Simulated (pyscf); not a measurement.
`[OH][B]([F])[F]` + `[NH3]` → `[NH2][B]([OH])[F]` + `[FH]`, a four-centre exchange (singlet surface; B–F, H–N broken, B–N, F–H formed). Optimised with ωB97X-D3(BJ)/def2-SVP in PySCF. MP2 and CC: frozen core, UHF for open shells. ΔMP2 is the change of the MP2 total energy from the triple- to the quadruple-zeta basis. Energies in kJ/mol from the separated reactants.

Small-basis levels: PySCF, no dispersion term, spherical d functions. 

Task: Quick BP86/6-31G* single points give ΔE‡ = 60.7 kJ/mol and ΔE = +80.8 kJ/mol. What does CCSD(T)/def2-TZVPP + ΔMP2(QZVPP) give, and how far is the quick result from it?

Result: CCSD(T)/def2-TZVPP + ΔMP2(QZVPP) gives ΔE‡ = 89.5 kJ/mol and ΔE = +36.2 kJ/mol. BP86/6-31G* lies 28.7 kJ/mol under it in the barrier and 44.6 kJ/mol over it in the reaction energy, so on this step it does not hold to within 12.6 kJ/mol. At BP86/6-31G* this geometry lies under one side, so its ΔE‡ may be no barrier of that level. CCSD(T)/def2-TZVPP + ΔMP2(QZVPP) has limits of its own. On the reactant side the descent ends in an adduct with a B–N contact, 60.4 kJ/mol under the separated species and 139.8 kJ/mol under the saddle at ωB97X-D3(BJ)/def2-TZVP. On the product side the descent ends in a complex, 27.3 kJ/mol under the separated species and 68.3 kJ/mol under the saddle at ωB97X-D3(BJ)/def2-TZVP. What is counted as formed (B–N) is already present as a longer contact in the reactant adduct; forming that adduct is a step of its own. At ωB97X-D3(BJ)/def2-TZVP the barrier from the zero used here is 79.4 kJ/mol. One saddle was located; it need not be the lowest between these sides. The CCSD(T) − MP2 part came from Ansatz, without density fitting, on the same reference.
